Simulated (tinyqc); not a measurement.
MP2 on RHF in the sto-3g basis, frozen core, for H2F+, spin multiplicity 1, step by step. One step of it, computed by the program tinyqc.

Question. Orthogonalisation. S = U s U^T; symmetric (Loewdin) form X = U s^(-1/2) U^T, so that X^T S X = 1.

overlap S, lower triangle:
```
,1F 1s,1F 2s,1F 2px,1F 2py,1F 2pz,2H 1s,3H 1s
1F 1s,1.000000
1F 2s,0.237990,1.000000
1F 2px,0.000000,0.000000,1.000000
1F 2py,0.000000,0.000000,0.000000,1.000000
1F 2pz,0.000000,0.000000,0.000000,0.000000,1.000000
2H 1s,0.044375,0.418820,0.000000,0.294541,0.155750,1.000000
3H 1s,0.038722,0.383129,0.000000,-0.276186,0.146216,0.176662,1.000000
```

Give: eigenvalues of S; X.

Answer.

eigenvalues of S: 0.437  0.505  0.913  1.000  1.071  1.324  1.751

X, lower triangle:
```
,1F 1s,1F 2s,1F 2px,1F 2py,1F 2pz,2H 1s,3H 1s
1F 1s,1.024
1F 2s,-0.138,1.168
1F 2px,0.000,0.000,1.000
1F 2py,-0.001,0.011,0.000,1.084
1F 2pz,-0.005,0.053,0.000,0.003,1.020
2H 1s,0.020,-0.245,0.000,-0.198,-0.089,1.144
3H 1s,0.018,-0.212,0.000,0.181,-0.080,-0.070,1.119
```
